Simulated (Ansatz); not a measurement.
# BC (doublet): wave-function methods side by side at distance B1–C2 = 2.105 Å, cc-pVDZ

Aim: climb from Hartree-Fock through coupled cluster and multireference methods for BC (doublet) at one geometry and basis, and see what each rung misses.

Method: cc-pVDZ, core rule «outside noble gas», up to 2 orbitals frozen; program: Ansatz 0.2.0, Gaussian basis.

To be run: UHF; CCSD(T) on ROHF; CCSD(T) on UHF; BCCD(T) on ROHF; CISD; CCSDT(Q) on ROHF; CCSDT(Q) on UHF; CASSCF and MRCISD+Q, 3 electrons in 3 orbitals; CASSCF and NEVPT2, 3 electrons in 3 orbitals; CASSCF and MRCISD+Q, 7 electrons in 8 orbitals; CASSCF and NEVPT2, 7 electrons in 8 orbitals; Full CI.

29 further runs of the same task are left out: 3 for a known fault of the program, 19 that didn't finish, 7 set aside as unsound or not needed.

## (1) What is computed

The geometry derives from a PBE0/def2-TZVP stationary point (not a proven minimum). One bond is set to the value named and the two fragments are kept rigid.

2 atoms, charge 0, spin multiplicity 2.

Atoms are counted from 1 here; the program's logs count them from 0.

No contacts short enough for the rule that draws bonds.

## (2) UHF

Contents of in.yaml:

```yaml
crystal:
  periodic: [false, false, false]
  atoms:
    - {symbol: B, position_ang: [0.000000, 0.000000, 0.000000]}
    - {symbol: C, position_ang: [0.000000, 0.000000, 2.105000]}
basis:
  gaussian: {orbitals: cc-pVDZ}
magnetization: {spin_polarized: true, initial_magnetization: 1}
hamiltonian: {xc: hf}
output: {orbitals: {seedname: orbitals}}
```

Run with:

```console
ansatz run in.yaml --threads 1 --pin off --events-out ev --progress --plain --max-ram 2393MiB
```

The runs that follow: CCSD(T) on ROHF; CCSD(T) on UHF; BCCD(T) on ROHF; CISD; CCSDT(Q) on ROHF; CCSDT(Q) on UHF; CASSCF and MRCISD+Q, 3 electrons in 3 orbitals; CASSCF and NEVPT2, 3 electrons in 3 orbitals; CASSCF and MRCISD+Q, 7 electrons in 8 orbitals; CASSCF and NEVPT2, 7 electrons in 8 orbitals; Full CI.

**Question.** What will the summary of the whole plan be? Wanted: FCI below the RHF energy; RMP2 from FCI; RCCSD from FCI; RCCSD(T) from FCI; RCCSDT(Q) from FCI; NEVPT2 pair from FCI; MRCISD+Q pair from FCI; NEVPT2 valence from FCI; T1 diagnostic.

**Answer**, as computed:

```
                         quantity                             value
         FCI below the RHF energy                        -5.1358 eV
                    RMP2 from FCI                       +1576.2 meV
                   RCCSD from FCI                        +249.0 meV
                RCCSD(T) from FCI                         +81.5 meV
               RCCSDT(Q) from FCI                          +8.9 meV
             NEVPT2 pair from FCI                       +1376.1 meV
           MRCISD+Q pair from FCI                         -14.9 meV
          NEVPT2 valence from FCI                        +659.4 meV
levels within 1 kcal/mol (43 meV)  RCCSDT, RCCSDT(Q), MRCISD+Q pair
                    T1 diagnostic                             0.033
   effectively unpaired electrons                              1.40
```

In words: RCCSD(T) lands +81.5 meV from the yardstick (1.6 % of the correlation energy). MRCISD+Q pair falls below full CI: the +Q correction isn't variational, and the cores differ from full CI's. The occupations show some static correlation. Of the multireference levels listed MRCISD+Q pair comes nearest in total energy (-14.9 meV), which doesn't show that its space is the better one. Coupled cluster took another determinant than the lowest Hartree-Fock one. These misses are within one basis, not against nature.
